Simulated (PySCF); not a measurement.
# C₂H₇FO: electronic structure in real space

Aim: take C₂H₇FO and find what binds its two fragments.

Computed with PySCF 2.14.0. Level: levels as typed in each script, gas phase, geometry from GFN2-xTB.

## Step 1: Where the work starts

SMILES `CO.CF`, 11 atoms, charge 0, spin multiplicity 1.

Bond lengths: C1–O2 1.406 Å, C1–H3 1.089 Å, C1–H4 1.095 Å, C1–H5 1.095 Å, O2–H6 0.964 Å, C7–F8 1.370 Å, C7–H9 1.090 Å, C7–H10 1.090 Å, C7–H11 1.090 Å. Angles: O2–C1–H3 106.7°, O2–C1–H4 111.6°, O2–C1–H5 111.6°, H3–C1–H4 109.0°, H3–C1–H5 108.9°, H4–C1–H5 108.9°, C1–O2–H6 108.5°, F8–C7–H9 107.9°, F8–C7–H10 107.8°, F8–C7–H11 107.6°, H9–C7–H10 110.9°, H9–C7–H11 111.2°, H10–C7–H11 111.2°.

Geometry (Å):

```mol
C2H7FO
  3D, bonds by distance, orders not assigned

 11  9  0  0  0  0  0  0  0  0999 V2000
    2.1352    0.1175    0.4019 C   0  0
    1.2577   -0.3454   -0.5947 O   0  0
    2.7259   -0.7395    0.7216 H   0  0
    1.5909    0.5177    1.2639 H   0  0
    2.8095    0.8904    0.0180 H   0  0
    0.6981    0.3884   -0.8746 H   0  0
   -1.8713   -0.5348    0.2094 C   0  0
   -1.5102    0.7500   -0.0992 F   0  0
   -2.7153   -0.8061   -0.4244 H   0  0
   -2.1518   -0.5590    1.2626 H   0  0
   -1.0107   -1.1755    0.0155 H   0  0
  1  2  8  0
  1  3  8  0
  1  4  8  0
  1  5  8  0
  2  6  8  0
  7  8  8  0
  7  9  8  0
  7 10  8  0
  7 11  8  0
M  END
```

## Step 2: Binding of the two fragments (BP86/cc-pvdz)

The input, input.py:

```python
import numpy as np
from pyscf import gto, scf, dft
from pyscf.scf import atom_ks, atom_hf
from scipy.linalg import block_diag
from pyscf.dispersion import dftd3

def solve(mol, dm0=None, hcore=None):
    mf = (dft.UKS if mol.spin else dft.RKS)(mol, xc='bp86')
    mf.grids.level = 3
    mf = mf.density_fit(auxbasis='def2-universal-jkfit')
    mf.conv_tol, mf.max_cycle = 1e-8, 80
    if hcore is not None:
        mf.get_hcore = lambda *args: hcore
    mf.kernel(dm0)
    if not mf.converged:
        mf = mf.newton().run(mf.mo_coeff, mf.mo_occ, max_cycle=30)
    assert mf.converged, 'SCF not converged'
    return mf

mol = gto.M(atom='''
C      2.13519     0.11751     0.40186
O      1.25770    -0.34544    -0.59466
H      2.72592    -0.73948     0.72162
H      1.59090     0.51772     1.26387
H      2.80950     0.89041     0.01797
H      0.69810     0.38841    -0.87461
C     -1.87132    -0.53476     0.20943
F     -1.51017     0.75005    -0.09923
H     -2.71533    -0.80612    -0.42442
H     -2.15178    -0.55896     1.26255
H     -1.01065    -1.17546     0.01555
''', basis='cc-pvdz', charge=0, spin=0, verbose=4)
mol_a = gto.M(atom='''
C      2.13519     0.11751     0.40186
O      1.25770    -0.34544    -0.59466
H      2.72592    -0.73948     0.72162
H      1.59090     0.51772     1.26387
H      2.80950     0.89041     0.01797
H      0.69810     0.38841    -0.87461
ghost-C     -1.87132    -0.53476     0.20943
ghost-F     -1.51017     0.75005    -0.09923
ghost-H     -2.71533    -0.80612    -0.42442
ghost-H     -2.15178    -0.55896     1.26255
ghost-H     -1.01065    -1.17546     0.01555
''', basis='cc-pvdz', charge=0, spin=0, verbose=4)
mol_b = gto.M(atom='''
ghost-C      2.13519     0.11751     0.40186
ghost-O      1.25770    -0.34544    -0.59466
ghost-H      2.72592    -0.73948     0.72162
ghost-H      1.59090     0.51772     1.26387
ghost-H      2.80950     0.89041     0.01797
ghost-H      0.69810     0.38841    -0.87461
C     -1.87132    -0.53476     0.20943
F     -1.51017     0.75005    -0.09923
H     -2.71533    -0.80612    -0.42442
H     -2.15178    -0.55896     1.26255
H     -1.01065    -1.17546     0.01555
''', basis='cc-pvdz', charge=0, spin=0, verbose=4)
ab, a, b = solve(mol), solve(mol_a), solve(mol_b)
e_int = ab.e_tot - a.e_tot - b.e_tot
print('counterpoise-corrected interaction energy / kcal/mol', e_int * 627.5095)
def disp(atoms, charge):
    m = gto.M(atom=atoms, charge=charge, basis='sto-3g', spin=None, unit='Bohr', verbose=0)
    return dftd3.DFTD3Dispersion(m, xc='bp86', version='d3bj').get_dispersion()['energy']
e_disp = disp(mol._atom, mol.charge) - disp(mol._atom[:6], mol_a.charge) - disp(mol._atom[6:], mol_b.charge)
print('D3(BJ) part / kcal/mol', e_disp * 627.5095)
# spherically averaged free atoms, for the promolecule
atm = atom_ks.get_atm_nrks(mol, xc='bp86')
pro = block_diag(*[(atm[a[0]][2] * atm[a[0]][3]) @ atm[a[0]][2].T for a in mol._atom])
np.savez('result.npz', e_int=e_int, e_disp=e_disp, dm_a=a.make_rdm1(), dm_b=b.make_rdm1(), c=ab.mo_coeff, occ=ab.mo_occ, eps=ab.mo_energy, pro=pro, d=[f.dip_moment(verbose=0) for f in (ab, a, b)])
```

Command:

```sh
$ OMP_NUM_THREADS=1 python input.py
```

Q: Predict the outcome of this session. Wanted: interaction energy, counterpoise.

**Answer**, as computed:

| quantity | value |
| --- | --- |
| interaction energy, counterpoise (BP86/cc-pvdz) | -0.9 kcal/mol |

The counterpoise-corrected interaction energy of the frozen fragments is −0.9 kcal/mol without dispersion correction and −2.2 kcal/mol with D3(BJ). The pair geometry is semi-empirical, not a minimum at this level. All values hold at the given geometry, in the gas phase.
